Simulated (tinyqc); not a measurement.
Worked calculation: MP2 on RHF in the sto-3g basis, for H2O, spin multiplicity 1. Computed by tinyqc, a small Python program that keeps every step (integrals from PySCF). Settings: charge = 0, multiplicity = 1, basis = sto-3g, method = RHF, energy threshold = 1e-10, iteration cap = 52, orthogonalisation = symmetric, start = atomic densities, DIIS depth = 6. Command: `OMP_NUM_THREADS=1 python tinyqc.py 22081 22082 out.jsonl` (the two numbers bound the seeds that draw the settings). One thread of a shared host (Intel(R) Xeon(R) Processor @ 2.60GHz), about 0.1 s of CPU time with the checks. The early iterations of the SCF are left out here.

## One-electron integrals

Geometry (angstrom):
```
atom         x          y         z
O     0.000000   0.000000  0.000000
H     0.000000   0.894000  0.557000
H     0.000000  -0.894000  0.557000
```

Basis sto-3g: exponents (1/bohr^2) and contraction coefficients of normalised primitives:
```
element  l (shell)    exponent  coefficient
O            s (1)  130.709320     0.154329
O            s (1)   23.808861     0.535328
O            s (1)    6.443608     0.444635
O            s (2)    5.033151    -0.099967
O            s (2)    1.169596     0.399513
O            s (2)    0.380389     0.700115
O            p (3)    5.033151     0.155916
O            p (3)    1.169596     0.607684
O            p (3)    0.380389     0.391957
H            s (1)    3.425251     0.154329
H            s (1)    0.623914     0.535328
H            s (1)    0.168855     0.444635
```

Overlap, kinetic and nuclear-attraction integrals over the contracted functions; the nuclear repulsion is the sum of Za Zb / Rab.

nuclear repulsion = 8.33418984 hartree

overlap S, order 1O 1s, 1O 2s, 1O 2px, 1O 2py, 1O 2pz, 2H 1s, 3H 1s:
```
[[1.000000, 0.236704, 0.000000, 0.000000, 0.000000, 0.042927, 0.042927],
 [0.236704, 1.000000, 0.000000, 0.000000, 0.000000, 0.413957, 0.413957],
 [0.000000, 0.000000, 1.000000, 0.000000, 0.000000, 0.000000, 0.000000],
 [0.000000, 0.000000, 0.000000, 1.000000, 0.000000, 0.304201, -0.304201],
 [0.000000, 0.000000, 0.000000, 0.000000, 1.000000, 0.189530, 0.189530],
 [0.042927, 0.413957, 0.000000, 0.304201, 0.189530, 1.000000, 0.167176],
 [0.042927, 0.413957, 0.000000, -0.304201, 0.189530, 0.167176, 1.000000]]
```

kinetic energy T (hartree), order 1O 1s, 1O 2s, 1O 2px, 1O 2py, 1O 2pz, 2H 1s, 3H 1s:
```
[[29.003200, -0.168011, 0.000000, 0.000000, 0.000000, -0.007321, -0.007321],
 [-0.168011, 0.808128, 0.000000, 0.000000, 0.000000, 0.087281, 0.087281],
 [0.000000, 0.000000, 2.528731, 0.000000, 0.000000, 0.000000, 0.000000],
 [0.000000, 0.000000, 0.000000, 2.528731, 0.000000, 0.183152, -0.183152],
 [0.000000, 0.000000, 0.000000, 0.000000, 2.528731, 0.114111, 0.114111],
 [-0.007321, 0.087281, 0.000000, 0.183152, 0.114111, 0.760032, -0.005816],
 [-0.007321, 0.087281, 0.000000, -0.183152, 0.114111, -0.005816, 0.760032]]
```

nuclear attraction V (hartree), order 1O 1s, 1O 2s, 1O 2px, 1O 2py, 1O 2pz, 2H 1s, 3H 1s:
```
[[-61.623234, -7.420915, 0.000000, 0.000000, -0.013558, -1.380182, -1.380182],
 [-7.420915, -10.049557, 0.000000, 0.000000, -0.164099, -3.240042, -3.240042],
 [0.000000, 0.000000, -9.909564, 0.000000, 0.000000, 0.000000, 0.000000],
 [0.000000, 0.000000, 0.000000, -10.053692, 0.000000, -2.107709, 2.107709],
 [-0.013558, -0.164099, 0.000000, 0.000000, -9.965512, -1.355800, -1.355800],
 [-1.380182, -3.240042, 0.000000, -2.107709, -1.355800, -5.441215, -1.032221],
 [-1.380182, -3.240042, 0.000000, 2.107709, -1.355800, -1.032221, -5.441215]]
```

core Hamiltonian H = T + V (hartree), order 1O 1s, 1O 2s, 1O 2px, 1O 2py, 1O 2pz, 2H 1s, 3H 1s:
```
[[-32.620034, -7.588925, 0.000000, 0.000000, -0.013558, -1.387504, -1.387504],
 [-7.588925, -9.241429, 0.000000, 0.000000, -0.164099, -3.152761, -3.152761],
 [0.000000, 0.000000, -7.380833, 0.000000, 0.000000, 0.000000, 0.000000],
 [0.000000, 0.000000, 0.000000, -7.524961, 0.000000, -1.924557, 1.924557],
 [-0.013558, -0.164099, 0.000000, 0.000000, -7.436781, -1.241688, -1.241688],
 [-1.387504, -3.152761, 0.000000, -1.924557, -1.241688, -4.681183, -1.038038],
 [-1.387504, -3.152761, 0.000000, 1.924557, -1.241688, -1.038038, -4.681183]]
```

## Two-electron integrals

Functions are numbered as in S; the eight-fold symmetry (ij|kl) = (ji|kl) = (kl|ij) leaves the list below.

Two-electron integrals (ij|kl) in chemists' order, unique and non-zero (hartree):
```
(11|11) 4.785065    (21|11) 0.741380    (21|21) 0.136873    (22|11) 1.118947
(22|21) 0.256633    (22|22) 0.817206    (31|31) 0.024477    (32|31) 0.037809
(32|32) 0.180518    (33|11) 1.115814    (33|21) 0.256684    (33|22) 0.817023
(33|33) 0.880159    (41|41) 0.024477    (42|41) 0.037809    (42|42) 0.180518
(43|43) 0.047444    (44|11) 1.115814    (44|21) 0.256684    (44|22) 0.817023
(44|33) 0.785270    (44|44) 0.880159    (51|51) 0.024477    (52|51) 0.037809
(52|52) 0.180518    (53|53) 0.047444    (54|54) 0.047444    (55|11) 1.115814
(55|21) 0.256684    (55|22) 0.817023    (55|33) 0.785270    (55|44) 0.785270
(55|55) 0.880159    (61|11) 0.136262    (61|21) 0.024953    (61|22) 0.046517
(61|33) 0.046426    (61|41) 0.000977    (61|42) 0.001833    (61|44) 0.046627
(61|51) 0.000609    (61|52) 0.001142    (61|54) 0.000125    (61|55) 0.046504
(61|61) 0.004608    (62|11) 0.340882    (62|21) 0.079203    (62|22) 0.280372
(62|33) 0.275533    (62|41) 0.005055    (62|42) 0.039074    (62|44) 0.285796
(62|51) 0.003150    (62|52) 0.024345    (62|54) 0.006394    (62|55) 0.279517
(62|61) 0.014733    (62|62) 0.120403    (63|31) 0.008173    (63|32) 0.047993
(63|43) 0.008059    (63|53) 0.005021    (63|63) 0.016903    (64|11) 0.211759
(64|21) 0.049826    (64|22) 0.188311    (64|33) 0.179822    (64|41) 0.010953
(64|42) 0.072755    (64|44) 0.202522    (64|51) 0.001732    (64|52) 0.015428
(64|54) 0.009122    (64|55) 0.182377    (64|61) 0.009666    (64|62) 0.098244
(64|64) 0.096135    (65|11) 0.131935    (65|21) 0.031044    (65|22) 0.117326
(65|33) 0.112037    (65|41) 0.001732    (65|42) 0.015428    (65|44) 0.116138
(65|51) 0.009252    (65|52) 0.057605    (65|54) 0.010614    (65|55) 0.123671
(65|61) 0.006023    (65|62) 0.061210    (65|64) 0.049365    (65|65) 0.047659
(66|11) 0.489401    (66|21) 0.115555    (66|22) 0.469932    (66|33) 0.451131
(66|41) 0.009320    (66|42) 0.100105    (66|44) 0.491335    (66|51) 0.005807
(66|52) 0.062369    (66|54) 0.025049    (66|55) 0.466738    (66|61) 0.021672
(66|62) 0.257221    (66|64) 0.239521    (66|65) 0.149232    (66|66) 0.774606
(71|11) 0.136262    (71|21) 0.024953    (71|22) 0.046517    (71|33) 0.046426
(71|41) -0.000977   (71|42) -0.001833   (71|44) 0.046627    (71|51) 0.000609
(71|52) 0.001142    (71|54) -0.000125   (71|55) 0.046504    (71|61) 0.004526
(71|62) 0.014198    (71|64) 0.008543    (71|65) 0.005810    (71|66) 0.020649
(71|71) 0.004608    (72|11) 0.340882    (72|21) 0.079203    (72|22) 0.280372
(72|33) 0.275533    (72|41) -0.005055   (72|42) -0.039074   (72|44) 0.285796
(72|51) 0.003150    (72|52) 0.024345    (72|54) -0.006394   (72|55) 0.279517
(72|61) 0.014198    (72|62) 0.094272    (72|64) 0.053591    (72|65) 0.046456
(72|66) 0.161409    (72|71) 0.014733    (72|72) 0.120403    (73|31) 0.008173
(73|32) 0.047993    (73|43) -0.008059   (73|53) 0.005021    (73|63) 0.012684
(73|73) 0.016903    (74|11) -0.211759   (74|21) -0.049826   (74|22) -0.188311
(74|33) -0.179822   (74|41) 0.010953    (74|42) 0.072755    (74|44) -0.202522
(74|51) -0.001732   (74|52) -0.015428   (74|54) 0.009122    (74|55) -0.182377
(74|61) -0.008543   (74|62) -0.053591   (74|64) -0.018369   (74|65) -0.025873
(74|66) -0.083311   (74|71) -0.009666   (74|72) -0.098244   (74|74) 0.096135
(75|11) 0.131935    (75|21) 0.031044    (75|22) 0.117326    (75|33) 0.112037
(75|41) -0.001732   (75|42) -0.015428   (75|44) 0.116138    (75|51) 0.009252
(75|52) 0.057605    (75|54) -0.010614   (75|55) 0.123671    (75|61) 0.005810
(75|62) 0.046456    (75|64) 0.025873    (75|65) 0.035228    (75|66) 0.086581
(75|71) 0.006023    (75|72) 0.061210    (75|74) -0.049365   (75|75) 0.047659
(76|11) 0.104033    (76|21) 0.024365    (76|22) 0.092796    (76|33) 0.090867
(76|44) 0.093052    (76|51) 0.001561    (76|52) 0.014096    (76|55) 0.094368
(76|61) 0.004469    (76|62) 0.038359    (76|64) 0.027242    (76|65) 0.021947
(76|66) 0.082808    (76|71) 0.004469    (76|72) 0.038359    (76|74) -0.027242
(76|75) 0.021947    (76|76) 0.014954    (77|11) 0.489401    (77|21) 0.115555
(77|22) 0.469932    (77|33) 0.451131    (77|41) -0.009320   (77|42) -0.100105
(77|44) 0.491335    (77|51) 0.005807    (77|52) 0.062369    (77|54) -0.025049
(77|55) 0.466738    (77|61) 0.020649    (77|62) 0.161409    (77|64) 0.083311
(77|65) 0.086581    (77|66) 0.293797    (77|71) 0.021672    (77|72) 0.257221
(77|74) -0.239521   (77|75) 0.149232    (77|76) 0.082808    (77|77) 0.774606
```

## Orthogonalisation

S = U s U^T; symmetric (Loewdin) form X = U s^(-1/2) U^T, so that X^T S X = 1.

eigenvalues of S: [0.407410, 0.478162, 0.896294, 1.000000, 1.084034, 1.354662, 1.779439]

X, order 1O 1s, 1O 2s, 1O 2px, 1O 2py, 1O 2pz, 2H 1s, 3H 1s:
```
[[1.023846, -0.139040, 0.000000, 0.000000, -0.007290, 0.020328, 0.020328],
 [-0.139040, 1.184539, 0.000000, 0.000000, 0.072817, -0.247013, -0.247013],
 [0.000000, 0.000000, 1.000000, 0.000000, 0.000000, 0.000000, 0.000000],
 [0.000000, 0.000000, 0.000000, 1.096687, 0.000000, -0.203714, 0.203714],
 [-0.007290, 0.072817, 0.000000, 0.000000, 1.032607, -0.111010, -0.111010],
 [0.020328, -0.247013, 0.000000, -0.203714, -0.111010, 1.150360, -0.058280],
 [0.020328, -0.247013, 0.000000, 0.203714, -0.111010, -0.058280, 1.150360]]
```

## Iteration 8 (converged): orbitals

converged F (hartree), order 1O 1s, 1O 2s, 1O 2px, 1O 2py, 1O 2pz, 2H 1s, 3H 1s:
```
[[-20.227015, -5.159840, 0.000000, 0.000000, -0.026379, -0.951735, -0.951735],
 [-5.159840, -2.407880, 0.000000, 0.000000, -0.078578, -0.864753, -0.864753],
 [0.000000, 0.000000, -0.376910, 0.000000, 0.000000, 0.000000, 0.000000],
 [0.000000, 0.000000, 0.000000, -0.258953, 0.000000, -0.391226, 0.391226],
 [-0.026379, -0.078578, 0.000000, 0.000000, -0.289027, -0.298977, -0.298977],
 [-0.951735, -0.864753, 0.000000, -0.391226, -0.298977, -0.455177, -0.250811],
 [-0.951735, -0.864753, 0.000000, 0.391226, -0.298977, -0.250811, -0.455177]]
```

Diagonalise F' = X^T F X, C = X C', fill 5 alpha and 5 beta electrons from the bottom; D = 2 C_occ C_occ^T. Each column has its largest component positive (the first on a tie).

F' = X^T F X (hartree):
```
[[-19.850323, -2.691044, 0.000000, 0.000000, -0.051429, -0.119629, -0.119629],
 [-2.691044, -1.267823, 0.000000, 0.000000, 0.098501, -0.445948, -0.445948],
 [0.000000, 0.000000, -0.376910, 0.000000, 0.000000, 0.000000, 0.000000],
 [0.000000, 0.000000, 0.000000, 0.021206, 0.000000, -0.442870, 0.442870],
 [-0.051429, 0.098501, 0.000000, 0.000000, -0.183401, -0.280641, -0.280641],
 [-0.119629, -0.445948, 0.000000, -0.442870, -0.280641, -0.002786, -0.068059],
 [-0.119629, -0.445948, 0.000000, 0.442870, -0.280641, -0.068059, -0.002786]]
```

orbital energies (hartree): [-20.235526, -1.212840, -0.583461, -0.413038, -0.376910, 0.489012, 0.669939]

coefficients C, order 1O 1s, 1O 2s, 1O 2px, 1O 2py, 1O 2pz, 2H 1s, 3H 1s:
```
[[0.994317, -0.237331, 0.000000, 0.091093, 0.000000, -0.123214, 0.000000],
 [0.024913, 0.869402, 0.000000, -0.471801, 0.000000, 0.755460, 0.000000],
 [0.000000, 0.000000, 0.000000, 0.000000, 1.000000, 0.000000, 0.000000],
 [0.000000, 0.000000, 0.588888, 0.000000, 0.000000, 0.000000, 0.968985],
 [0.003206, 0.089948, 0.000000, 0.792149, 0.000000, 0.678734, 0.000000],
 [-0.005057, 0.152222, 0.447044, 0.301108, 0.000000, -0.745794, -0.756345],
 [-0.005057, 0.152222, -0.447044, 0.301108, 0.000000, -0.745794, 0.756345]]
```

D after iteration 8, order 1O 1s, 1O 2s, 1O 2px, 1O 2py, 1O 2pz, 2H 1s, 3H 1s:
```
[[2.106582, -0.449086, 0.000000, 0.000000, 0.108000, -0.027452, -0.027452],
 [-0.449086, 1.958153, 0.000000, 0.000000, -0.590910, -0.019693, -0.019693],
 [0.000000, 0.000000, 2.000000, 0.000000, 0.000000, 0.000000, 0.000000],
 [0.000000, 0.000000, 0.000000, 0.693579, 0.000000, 0.526518, -0.526518],
 [0.108000, -0.590910, 0.000000, 0.000000, 1.271201, 0.504396, 0.504396],
 [-0.027452, -0.019693, 0.000000, 0.526518, 0.504396, 0.627423, -0.171970],
 [-0.027452, -0.019693, 0.000000, -0.526518, 0.504396, -0.171970, 0.627423]]
```

## Convergence

Stop when the energy changes by less than 1e-10 hartree and every element of the error matrix X^T (F D S - S D F) X is below 3e-06.

Course of the cycle:
```
iteration   E (hartree)     change  largest element of the error matrix
1          -75.26887385          -                             1.09e+00
2          -74.90438145   3.64e-01                             1.92e-01
3          -74.94450076  -4.01e-02                             2.41e-02
4          -74.94509478  -5.94e-04                             5.19e-03
5          -74.94513123  -3.64e-05                             3.32e-04
6          -74.94513172  -4.90e-07                             6.00e-05
7          -74.94513173  -1.46e-08                             3.64e-07
8          -74.94513173  -2.56e-13                             1.64e-10
```

PySCF RHF in the same basis = -74.94513173 hartree

Converged in 8 iterations.

## Integrals over molecular orbitals

(pq|rs) = sum C_ip C_jq C_kr C_ls (ij|kl), one index at a time.

one-electron integrals over orbitals h = C^T H C (hartree):
```
[[-32.602959, 0.567144, 0.000000, -0.202555, 0.000000, 0.285366, 0.000000],
 [0.567144, -7.577625, 0.000000, 0.482639, 0.000000, -1.276934, 0.000000],
 [0.000000, 0.000000, -6.092356, 0.000000, 0.000000, 0.000000, -1.783240],
 [-0.202555, 0.482639, 0.000000, -6.803775, 0.000000, -1.180315, 0.000000],
 [0.000000, 0.000000, 0.000000, 0.000000, -7.380833, 0.000000, 0.000000],
 [0.285366, -1.276934, 0.000000, -1.180315, 0.000000, -5.201412, 0.000000],
 [0.000000, 0.000000, -1.783240, 0.000000, 0.000000, 0.000000, -5.591676]]
```

Two-electron integrals over orbitals (pq|rs), unique and non-zero (hartree):
```
(11|11) 4.745828    (21|11) -0.425043   (21|21) 0.060193    (22|11) 1.013236
(22|21) -0.014719   (22|22) 0.720238    (31|31) 0.010194    (32|31) 0.016611
(32|32) 0.136558    (33|11) 0.763802    (33|21) -0.004490   (33|22) 0.618924
(33|33) 0.601883    (41|11) 0.161627    (41|21) -0.020796   (41|22) 0.012787
(41|33) 0.005383    (41|41) 0.025677    (42|11) -0.133638   (42|21) 0.007977
(42|22) -0.015040   (42|33) 0.005127    (42|41) 0.020427    (42|42) 0.129969
(43|31) -0.002284   (43|32) 0.027350    (43|43) 0.049906    (44|11) 0.979447
(44|21) -0.012174   (44|22) 0.676476    (44|33) 0.576742    (44|41) -0.010437
(44|42) -0.102259   (44|44) 0.750616    (51|51) 0.025998    (52|51) 0.032998
(52|52) 0.148478    (53|53) 0.026625    (54|51) -0.011721   (54|52) -0.042479
(54|54) 0.050687    (55|11) 1.115348    (55|21) -0.012009   (55|22) 0.751235
(55|33) 0.605679    (55|41) 0.004497    (55|42) -0.072121   (55|44) 0.715514
(55|55) 0.880159    (61|11) -0.220809   (61|21) 0.033054    (61|22) -0.003045
(61|33) -0.000111   (61|41) 0.001427    (61|42) 0.019790    (61|44) -0.016400
(61|55) -0.005949   (61|61) 0.027100    (62|11) 0.284649    (62|21) -0.006838
(62|22) 0.133671    (62|33) 0.063618    (62|41) 0.018002    (62|42) 0.027994
(62|44) 0.080522    (62|55) 0.149485    (62|61) 0.006853    (62|62) 0.095348
(63|31) 0.002301    (63|32) -0.046738   (63|43) -0.036377   (63|63) 0.082167
(64|11) 0.239285    (64|21) -0.002657   (64|22) 0.112377    (64|33) 0.043065
(64|41) 0.003391    (64|42) -0.029413   (64|44) 0.125215    (64|55) 0.130552
(64|61) 0.000249    (64|62) 0.064662    (64|64) 0.078544    (65|51) 0.014690
(65|52) 0.056382    (65|54) 0.002416    (65|65) 0.035805    (66|11) 0.761856
(66|21) -0.007058   (66|22) 0.586547    (66|33) 0.550021    (66|41) 0.018927
(66|42) 0.055069    (66|44) 0.536886    (66|55) 0.569385    (66|61) 0.007577
(66|62) 0.085432    (66|64) 0.046042    (66|66) 0.575468    (71|31) 0.014700
(71|32) 0.022654    (71|43) -0.003388   (71|63) 0.002823    (71|71) 0.021240
(72|31) 0.014517    (72|32) 0.051456    (72|43) -0.028384   (72|63) 0.031055
(72|71) 0.019893    (72|72) 0.067054    (73|11) 0.370649    (73|21) -0.007081
(73|22) 0.160014    (73|33) 0.089586    (73|41) -0.000270   (73|42) -0.070236
(73|44) 0.158640    (73|55) 0.200074    (73|61) -0.005800   (73|62) 0.074272
(73|64) 0.086211    (73|66) 0.039981    (73|73) 0.153425    (74|31) -0.008111
(74|32) -0.070642   (74|43) -0.005080   (74|63) 0.052052    (74|71) -0.011628
(74|72) -0.017984   (74|74) 0.065799    (75|53) 0.024023    (75|75) 0.025750
(76|31) 0.008542    (76|32) 0.095629    (76|43) 0.056624    (76|63) -0.074628
(76|71) 0.011946    (76|72) -0.002513   (76|74) -0.057666   (76|76) 0.118956
(77|11) 0.867417    (77|21) -0.009634   (77|22) 0.617848    (77|33) 0.591528
(77|41) 0.003527    (77|42) -0.020920   (77|44) 0.598306    (77|55) 0.622342
(77|61) -0.004910   (77|62) 0.065891    (77|64) 0.049250    (77|66) 0.550539
(77|73) 0.104874    (77|77) 0.610781
```

## Second-order Moller-Plesset energy

Hartree-Fock energy = -74.94513173 hartree

E2 = sum_ijab (ia|jb) [2 (ia|jb) - (ib|ja)] / (e_i + e_j - e_a - e_b) over occupied i, j and virtual a, b; the opposite-spin part is (ia|jb)^2 / denominator, the rest is same-spin, and SCS-MP2 scales them by 6/5 and 1/3.

Terms:
```
i  j  a  b    (ia|jb)    (ib|ja)  denominator       term
3  3  7  7   0.153425   0.153425    -2.506801  -0.009390
3  4  7  6   0.086211   0.052052    -2.155451  -0.004814
4  3  6  7   0.086211   0.052052    -2.155451  -0.004814
4  4  6  6   0.078544   0.078544    -1.804101  -0.003419
3  3  6  6   0.082167   0.082167    -2.144946  -0.003148
2  3  6  7   0.074272   0.031055    -2.955252  -0.002953
3  2  7  6   0.074272   0.031055    -2.955252  -0.002953
2  2  6  6   0.095348   0.095348    -3.403704  -0.002671
4  4  7  7   0.065799   0.065799    -2.165956  -0.001999
2  4  6  6   0.064662   0.064662    -2.603902  -0.001606
4  2  6  6   0.064662   0.064662    -2.603902  -0.001606
2  2  7  7   0.067054   0.067054    -3.765558  -0.001194
5  5  6  6   0.035805   0.035805    -1.731844  -0.000740
4  3  7  6   0.052052   0.086211    -2.155451  -0.000432
3  4  6  7   0.052052   0.086211    -2.155451  -0.000432
5  5  7  7   0.025750   0.025750    -2.093699  -0.000317
3  2  6  7   0.031055   0.074272    -2.955252   0.000128
2  3  7  6   0.031055   0.074272    -2.955252   0.000128
4  2  7  7  -0.017984  -0.017984    -2.965757  -0.000109
2  4  7  7  -0.017984  -0.017984    -2.965757  -0.000109
1  1  6  6   0.027100   0.027100   -41.449076  -0.000018
2  1  7  7   0.019893   0.019893   -22.788245  -0.000017
1  2  7  7   0.019893   0.019893   -22.788245  -0.000017
1  1  7  7   0.021240   0.021240   -41.810931  -0.000011
4  1  7  7  -0.011628  -0.011628   -21.988443  -0.000006
1  4  7  7  -0.011628  -0.011628   -21.988443  -0.000006
3  1  7  6  -0.005800   0.002823   -21.977939  -3.81e-06
1  3  6  7  -0.005800   0.002823   -21.977939  -3.81e-06
2  1  6  6   0.006853   0.006853   -22.426390  -2.09e-06
1  2  6  6   0.006853   0.006853   -22.426390  -2.09e-06
3  1  6  7   0.002823  -0.005800   -21.977939  -1.47e-06
1  3  7  6   0.002823  -0.005800   -21.977939  -1.47e-06
1  4  6  6   0.000249   0.000249   -21.626589  -2.87e-09
4  1  6  6   0.000249   0.000249   -21.626589  -2.87e-09
```

Pair energies (hartree; pair i-j sums ij and ji):
```
pair  opposite spin  same spin
1-1       -0.000029   0.000000
2-1       -0.000039   0.000000
2-2       -0.003865   0.000000
3-1       -3.79e-06  -0.000007
3-2       -0.004386  -0.001264
3-3       -0.012538   0.000000
4-1       -0.000012   0.000000
4-2       -0.003430   0.000000
4-3       -0.009410  -0.001083
4-4       -0.005418   0.000000
5-5       -0.001057   0.000000
```

MP2 correlation energy = -0.04254100 hartree

SCS-MP2 correlation energy = -0.04900955 hartree

MP2 total energy = -74.98767273 hartree
